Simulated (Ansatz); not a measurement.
# CH5FSi: vertical ionisation energy

One table from this session's results is given with a row withheld; the runs are named, their logs left out.

The runs use Ansatz 0.2.0, Gaussian basis; unrestricted cation, the program's frozen cores in correlated methods.

The runs, in order: UKS PBE-D4/def2-TZVPP; UKS r2SCAN-D4/def2-TZVPP; UKS PBE0-D4/def2-TZVPP; UKS B3LYP-D4/def2-TZVPP; UKS wB97X-V/def2-TZVPP; UKS wB97M-V/def2-TZVPP; UKS B2PLYP/def2-TZVPP; UHF-CCSD(T)/def2-TZVPP; UHF-MP2/def2-QZVPP; extrapolation to the limit; then −ε(HOMO) from the neutral's earlier runs with LDA (SPW92), PBE-D4, revPBE-D4, BLYP-D4, r2SCAN-D4, B97M-V, PBE0-D4, B3LYP-D4, r2SCANh-D4, r2SCAN0-D4, HSE06-D4, BHLYP-D4, CAM-B3LYP-D4, LC-ωPBE, ωB97X-V, ωB97M-V.

## The relaxed structure

All runs share one geometry, relaxed beforehand with PBE0-D4 in a triple-zeta def2 set.

SMILES `FC[SiH3]`, 8 atoms, charge 0, spin multiplicity 1.

Atoms are counted from 1 here; the program's logs count them from 0.

Bond lengths: F1–C2 1.391 Å, C2–Si3 1.895 Å, C2–H4 1.095 Å, C2–H5 1.095 Å, Si3–H6 1.488 Å, Si3–H7 1.484 Å, Si3–H8 1.484 Å. Angles: F1–C2–Si3 110.4°, F1–C2–H4 108.2°, F1–C2–H5 108.2°, Si3–C2–H4 111.2°, Si3–C2–H5 111.2°, H4–C2–H5 107.7°, C2–Si3–H6 107.8°, C2–Si3–H7 110.0°, C2–Si3–H8 110.0°, H6–Si3–H7 109.6°, H6–Si3–H8 109.6°, H7–Si3–H8 109.7°.

Set-up of the first run:

in.yaml reads:

```yaml
crystal:
  periodic: [false, false, false]
  atoms:
    - {symbol: F, position_ang: [-0.715547, -0.521911, -1.724950]}
    - {symbol: C, position_ang: [-0.496028, 0.415235, -0.720960]}
    - {symbol: Si, position_ang: [0.491995, -0.357652, 0.699458]}
    - {symbol: H, position_ang: [-1.469417, 0.778078, -0.373937]}
    - {symbol: H, position_ang: [0.039012, 1.264989, -1.158242]}
    - {symbol: H, position_ang: [0.693168, 0.689801, 1.736771]}
    - {symbol: H, position_ang: [1.809890, -0.828580, 0.204688]}
    - {symbol: H, position_ang: [-0.260773, -1.497059, 1.281272]}
basis:
  gaussian: {orbitals: def2-TZVPP}
total_charge: 1
magnetization: {spin_polarized: true, initial_magnetization: 1}
hamiltonian: {xc: pbe, dispersion: d4}
```

Started as:

```
$ ansatz run in.yaml --threads 2 --pin off --events-out ev --progress --plain --max-ram 4352MiB
```

Steps of the session up to this table: Cation, UKS PBE-D4/def2-TZVPP; Cation, UKS r2SCAN-D4/def2-TZVPP; Cation, UKS PBE0-D4/def2-TZVPP; Cation, UKS B3LYP-D4/def2-TZVPP; Cation, UKS wB97X-V/def2-TZVPP; Cation, UKS wB97M-V/def2-TZVPP; Cation, UKS B2PLYP (frozen core)/def2-TZVPP; Cation, UHF-CCSD(T)/def2-TZVPP; Cation, UHF-MP2/def2-QZVPP.

One table of the session follows, with a row left open; its other results are not shown here.

For comparison, −ε(HOMO) of the neutral from earlier runs:

```
  functional  −ε(HOMO) (eV)
 LDA (SPW92)              ?
      PBE-D4           7.21
   revPBE-D4           7.16
     BLYP-D4           7.13
   r2SCAN-D4           7.54
      B97M-V           7.71
     PBE0-D4           8.73
    B3LYP-D4           8.51
  r2SCANh-D4           8.11
  r2SCAN0-D4           8.96
    HSE06-D4           8.33
    BHLYP-D4          10.18
CAM-B3LYP-D4          10.18
     LC-ωPBE          11.50
     ωB97X-V          11.16
     ωB97M-V          11.05
```

Estimate the missing values for LDA (SPW92).

**Answer.** −ε(HOMO) (eV): 7.33. In the column «−ε(HOMO) (eV)» it lies between PBE-D4 (7.21) and r2SCAN-D4 (7.54).

Caveats from the session: The cation may have settled in a state other than its lowest; no search over hole states beyond the program's own was made.
